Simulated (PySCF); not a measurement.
P₆H₄.
Numbering: `[pH:1]1[pH:2][p:3]2[pH:4][p:5]1[pH:6]2`

Structure used (GFN2-xTB), in Å, numbered top down from 1:
```
atom  x, y, z in Å
P1    -1.1469    0.7588    1.5750
P2    -0.2818   -1.2747    1.6361
P3     0.5825   -1.3925   -0.4065
P4     1.7608    0.4567   -0.0207
P5    -0.1842    1.5368   -0.2687
P6    -1.0000   -0.1814   -1.4262
H7    -0.1655    1.3053    2.4111
H8    -1.4755   -1.8978    1.2520
H9     2.1062    0.6130   -1.3720
H10   -0.1867    0.0806   -2.5397
```

NICS = −σ at a ghost point: NICS(0) at the centroid of the ring atoms, NICS(1) 1 Å to either side along the normal of their mean plane, zz for the tensor component along that normal. Level: GIAO PBE0/pcSseg-1 (PySCF, non-relativistic, gas phase) on the GFN2-xTB geometry, one conformer.

Ring bond lengths (Å), with Mayer bond orders in brackets: P1–P2 2.211 (0.92), P2–P3 2.221 (0.91), P3–P4 2.226 (0.88), P4–P5 2.239 (0.87), P5–P1 2.221 (0.91); P3–P4 2.226 (0.88), P4–P5 2.239 (0.87), P5–P6 2.226 (0.88), P6–P3 2.239 (0.87).

Problem. Give the NICS values of each ring in ppm.

Solution. 
```tsv
ring	type	NICS(0)	NICS(1), two faces	NICS(1)zz, two faces	rms pucker (Å)	centre to ring atoms, mean (Å)
P1–P2–P3–P4–P5	5-membered ring with 5 P; bonds drawn aromatic by RDKit's count	1.3	-1.8 / -1.9	-3.1 / -17.6	0.52	1.77
P3–P4–P5–P6	4-membered ring with 4 P; bonds drawn aromatic by RDKit's count	6.5	1.8 / 3.9	21.1 / 26.6	0.22	1.56
```

Problem. What can be read from them?

Solution. 
- P1–P2–P3–P4–P5: mean NICS(1)zz -10.4 ppm, shielded. P6, outside the ring, lies 1.30 Å from a NICS(1) probe. The ring is puckered (0.52 Å rms). The two faces differ by 14.5 ppm, so no symmetry operation interchanges them.
- P3–P4–P5–P6: mean NICS(1)zz 23.8 ppm, deshielded. A hydrogen on P6, outside the ring, lies 1.44 Å from a NICS(1) probe. The ring is puckered (0.22 Å rms). The two faces differ by 5.5 ppm, so no symmetry operation interchanges them.

Problem. At the first NICS(1) probe listed for ring P3–P4–P5–P6, 1 Å off the ring, how large is the induced field along the normal in 14.1 T applied along it?

Solution. NICSzz × B0 = 21.1 ppm × 14.1 T = 298 μT, along the applied field.

Problem. List the ring angles and the Hirshfeld charges of the ring atoms.

Solution. 
- P1–P2–P3–P4–P5: P1 100.1° (+0.004 e), P2 100.1° (+0.004 e), P3 90.1° (+0.004 e), P4 85.5° (+0.018 e), P5 96.6° (+0.004 e); sum 472.5° against 540° for a flat convex ring.
- P3–P4–P5–P6: P3 90.2° (+0.004 e), P4 85.5° (+0.018 e), P5 90.2° (+0.004 e), P6 85.5° (+0.018 e); sum 351.4° against 360° for a flat convex ring.

Problem. How shielded are the nuclei of the rings and their hydrogens (means over atoms taken as equivalent)?

Solution. 
```
  atoms             environment  σ isotropic (ppm)
P1 (×2)         ring phosphorus              433.5
P3 (×2)         ring phosphorus              192.0
P4 (×2)         ring phosphorus              264.5
H7 (×2)  hydrogen on phosphorus              27.44
H9 (×2)  hydrogen on phosphorus              24.99
```
